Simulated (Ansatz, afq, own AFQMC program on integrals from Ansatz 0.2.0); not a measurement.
AFQMC on a folder of integrals that Ansatz 0.2.0 wrote.

```yaml
crystal:
  periodic: [false, false, false]
  atoms:
    - {symbol: N, position_ang: [0.000000, 0.000000, 0.000000]}
    - {symbol: H, position_ang: [0.000000, 0.000000, 1.399000]}
basis:
  gaussian: {orbitals: "6-31++G**"}
total_charge: -1
magnetization: {spin_polarized: true, initial_magnetization: 1}
correlation: {method: ccsd_t, electrons: outside_noble_gas, hamiltonian_folder: ham}
```

```sh
$ ansatz run in.yaml --threads 1 --pin off --events-out ev --progress --plain --max-ram 16896MiB --backend cuda --devices 0, --max-vram 18GiB
```

afq runs on the folder ham with

```
--method phaseless --trial cisd --walkers 4000 --populations 20 --least-time 60 --time-step 0.005 --steps-per-block 50 --equilibration-blocks 40 --max-blocks 4000 --target-error 0.00032 --factor-cut 1e-05 --start spin_pure --seed 7645 --release-times 0.24,0.51,0.99,1.62,2.4 --release-step 0.03 --release-every 3 --taylor-order 6
```

Times are imaginary, in 1/Eh. The walk had a cap of 122 s. With eight or more populations the least sampling time is a fifth of least-time, and the error comes from their spread.

Output of the walk:

```
orbitals 24  electrons 4 3  factors 154 of 244
reference energy -54.86529848 Eh
CCSD correlation -0.17698192 Eh in 16 cycles, weight of the determinant in the CISD state 0.8735
energy of the start -55.036993 Eh
 block  time / (1/Eh)  mean weight  energy / Eh
     1     0.250  0.9999  -55.039048
     2     0.500  1.0001  -55.041717
     3     0.750  1.0000  -55.043723
     4     1.000  1.0000  -55.045082
     5     1.250  0.9997  -55.045844
     8     2.000  1.0003  -55.047513
    11     2.750  1.0001  -55.048177
    17     4.250  0.9999  -55.048778
    23     5.750  0.9999  -55.048757
    29     7.250  1.0001  -55.049209
    35     8.750  0.9999  -55.049526
    41    10.250  0.9998  -55.048816
    47    11.750  1.0000  -55.049230
    51    12.750  0.9999  -55.050247
    53    13.250  0.9999  -55.049439
    59    14.750  0.9995  -55.048602
    65    16.250  0.9999  -55.049816
    71    17.750  1.0001  -55.049803
    77    19.250  0.9999  -55.047691
    83    20.750  0.9997  -55.049019
    89    22.250  0.9998  -55.048097
error from the spread of 20 populations
released: time / (1/Eh)  energy / Eh  error  mean overlap
  0.24  -55.049371  0.000196  0.9976
  0.51  -55.049411  0.000134  0.9991
  0.99  -55.049644  0.000105  0.9937
  1.62  -55.049890  0.000111  0.9867
  2.40  -55.049651  0.000111  0.9897
energy -55.049100 +/- 0.000189 Eh
(rows thinned)
```

The run passed its tests (sampling time, drift between the halves within three errors, error under three times the target), which doesn't prove that it has relaxed.

Against this walk (error 5.1 meV) on the same determinant: CCSD(T) 27.5 meV higher, CCSDT(Q) 20.1 meV lower, CCSDTQ 18.6 meV lower, full CI 19.9 meV lower. The error is statistical and leaves out the bias of the constraint. The determinant has ⟨S²⟩ = 0.91, so the low cluster orders mix in higher spin, while the walk starts as a pure doublet. Released to 2.40 1/Eh the energy lies 15 ± 6 meV (both errors) below the phaseless value, which shows part or all of the bias of the constraint, and full CI lies 4.9 meV below the released value. Full CI is exact here, so the walk's 20 meV above it is the walk's own error: the bias of the constraint with this trial.

Cautions: constraint bias not in the error; an unrestricted solution with more broken spin lies lower (61 meV, ⟨S²⟩ 1.81); strong correlation (T1 0.053, weight of the determinant 0.87, largest double 0.11); unrestricted determinant spin contaminated (⟨S²⟩ 0.91 against 0.75).

The walk took 32 s on 1 × NVIDIA H100 80GB HBM3 with 2 threads of AMD EPYC 7R13 Processor (Zen 3), with other jobs on the host (the card was shared). The log's last line is the phaseless energy.

CCSDT and higher add their correlation energy to the determinant of the CCSD(T) run, since their own runs factorise the integrals more tightly (a shift of under 2 meV). A walk keeps the symmetry of its determinant, which the program's search chose and which needn't be the lowest solution, so a lower state of the same spin and another symmetry isn't excluded.
